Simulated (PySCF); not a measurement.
Bonds broken one at a time in the series Al F-NH2. Gas-phase values, no solvent. Strings in code marks are SMILES.

Computed with PySCF 2.14.0 with PBE-D3(BJ)/def2-TZVP // CAM-B3LYP-D3(BJ)/def2-TZVP. 

| species | dipole moment (D) | highest occupied spin orbital (eV) |
|---|---|---|
| radical fragment (`[Al]([F])[F]`) | 1.69 | -5.94 |
| whole molecule (`[NH2][Al]([F])[F]`) | [?] | – |
| radical fragment (`[NH2]`) | 1.90 | [?] |
| radical fragment (`[NH2][Al][F]`) | 2.21 | -5.11 |
| whole molecule (`[NH2][Al]([NH2])[F]`) | 2.36 | – |

Q: What belongs in the gaps?

A: 
- whole molecule (`[NH2][Al]([F])[F]`), dipole moment (D): 2.56
- radical fragment (`[NH2]`), highest occupied spin orbital (eV): -7.03
